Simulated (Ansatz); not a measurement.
**How far each method lies from UCCSDT(Q) for [BH2···H···BH2], doublet**

Geometry: a point of a hydrogen-transfer path between rigid fragments, not a stationary point.

```csv
atom,x (Å),y (Å),z (Å)
B,-1.3334,0.0000,0.0000
H,-1.9302,1.0336,0.0000
H,-1.9302,-1.0336,0.0000
H,-0.0934,0.0000,0.0000
B,1.3546,0.0000,0.0000
H,1.8636,0.0000,1.0770
H,1.8636,0.0000,-1.0770
```

Basis cc-pVDZ; Ansatz 0.2.0. Only valence electrons are correlated (noble-gas cores frozen), which leaves 11 electrons in 51 orbitals. Prefix R: restricted or restricted open-shell reference; prefix U: unrestricted. Active spaces: frontier = (9e, 9o) about the gap; pair = (3e, 3o) about the gap.

Full CI isn't at hand for all of this; UCCSDT(Q) serves as the reference, and is uncertain by about the last step of the cluster series. The frozen core follows each run's orbitals, which can shift R against U totals by a few meV.

For open shells CISD is restricted-active-space CI with the open shells as a complete middle space.

- UHF ⟨S²⟩: 0.767
- T1 diagnostic (RCCSD): 0.0146
- largest doubles amplitude (RCCSD): 0.044
- T1 diagnostic (UCCSD): 0.0108

```tsv
level	E − E(RHF) (eV)
UHF	-0.1060
RMP2	-4.8465
UMP2	-4.8446
RCCSD	-6.0356
UCCSD	-6.0372
RCCSD(T)	-6.1540
UCCSD(T)	-6.1542
```

**Question.** Estimate how far UCCSDT(Q) in cc-pVDZ lies from RCCSD(T). The table doesn't fix it; the size of (T) and the diagnostics are the guide.

**Answer.** UCCSDT(Q) in cc-pVDZ lies 2.9 kJ/mol below RCCSD(T), which is 25 % of the (T) step (-11.4 kJ/mol). The diagnostics give no warning, yet the rest is a sizeable part of (T).

The other levels:

```
                level  E − E(UCCSDT(Q)) (kJ/mol)  share of correlation (%)  wall time
                 CISD                       57.1                     90.44      3.3 s
              BCCD(T)                        2.9                     99.52        6 s
               RCCSDT                        0.4                     99.93          –
               UCCSDT                        0.4                     99.94          –
            RCCSDT(Q)                        0.0                     99.99       64 s
  CASSCF (pair space)                      555.2                      6.95          –
  MRCISD (pair space)                       50.3                     91.57          –
MRCISD+Q (pair space)                        1.9                     99.68      2.8 s
```

The correlation energy at UCCSDT(Q), counted from RHF, is -6.184 eV. That run took 52 s on 1 thread of Intel Xeon 6975P-C, shared host.

Run but not shown, since their state or frozen core can't be matched to the reference's or they repeat it: NEVPT2 (pair space), CASSCF (frontier space), NEVPT2 (frontier space).

Times hold each run's SCF and search for its determinant on a shared host, so for small cases they say little of a method's own cost; they ran on 1 thread of Intel Xeon 6975P-C.
